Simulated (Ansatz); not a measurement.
**Voigt–Reuss–Hill bulk modulus of rock-salt CdO at several levels of theory**

No measured value is used here.

```
level (code)                   value (GPa)  cell (Å³/atom)
-----------------------------  -----------  --------------
B3LYP (VWN-RPA form) (Ansatz)          134           13.50
LC-ωPBE (Ansatz)                       163           12.74
Hartree–Fock (Ansatz)                  148           13.30
```

Each level is taken at its own relaxed cell. Ansatz's density-functional and Hartree–Fock values are scalar-relativistic unless marked +SOC, with PAW data made under PBE.

Ansatz is a first-principles code.
